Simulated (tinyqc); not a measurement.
Inside a calculation. Method: Born-Oppenheimer dynamics on the RHF/sto-6g surface (energies and gradients from PySCF), for BH2+, spin multiplicity 1. Computed by tinyqc, a small Python program that keeps every step (integrals from PySCF). Settings: charge = 1, multiplicity = 1, basis = sto-6g, time step (fs) = 1.0, steps = 24. Command: `OMP_NUM_THREADS=1 python tinyqc.py 31370 31371 out.jsonl` (the two numbers bound the seeds that draw the settings). One thread of a shared host (Intel(R) Xeon(R) Processor @ 2.60GHz), about 3 s of CPU time with the checks.

positions (bohr):
```
            x          y         z
1B  -0.020787   0.017008  0.062361
2H  -0.030236   1.810358  1.033680
3H   0.062361  -1.799019  0.918407
```

The total energy should stay constant up to terms of order dt^2; the step counts as short enough if it moves by less than 2 % of the largest kinetic energy.

Trajectory:
```
time (fs)  1B-2H (angstrom)  potential (hartree)  kinetic (hartree)  total (hartree)
0.000000           1.079269         -25.36806440         0.00009813     -25.36796627
1.000000           1.099110         -25.37750514         0.00857541     -25.36892973
2.000000           1.153109         -25.39332374         0.02333410     -25.36998963
3.000000           1.219120         -25.39918327         0.02940943     -25.36977384
4.000000           1.276651         -25.39636550         0.02719156     -25.36917395
5.000000           1.312653         -25.39350268         0.02470178     -25.36880089
6.000000           1.321237         -25.39656056         0.02780466     -25.36875591
7.000000           1.302267         -25.40634973         0.03733419     -25.36901554
8.000000           1.260715         -25.41869505         0.04919174     -25.36950331
9.000000           1.206762         -25.42594479         0.05603855     -25.36990624
10.000000          1.155539         -25.42208817         0.05244056     -25.36964761
11.000000          1.124177         -25.41054764         0.04167316     -25.36887448
12.000000          1.124350         -25.40126514         0.03243368     -25.36883146
13.000000          1.154289         -25.39531970         0.02602163     -25.36929806
14.000000          1.199534         -25.38694095         0.01768480     -25.36925615
15.000000          1.242096         -25.37645613         0.00758889     -25.36886723
16.000000          1.268152         -25.36941859         0.00083111     -25.36858748
17.000000          1.270602         -25.37012170         0.00153277     -25.36858893
18.000000          1.249131         -25.37854551         0.00967494     -25.36887057
19.000000          1.210068         -25.39035422         0.02109240     -25.36926182
20.000000          1.166184         -25.39987752         0.03055550     -25.36932201
21.000000          1.134525         -25.40635276         0.03745168     -25.36890108
22.000000          1.129892         -25.41482046         0.04588036     -25.36894009
23.000000          1.156192         -25.42431992         0.05469397     -25.36962595
24.000000          1.203979         -25.42615233         0.05630836     -25.36984397
```

Is the time step short enough?

No. The total energy moves within 2.0e-03 hartree; that is over 2 % of the largest kinetic energy, so the time step is too long.
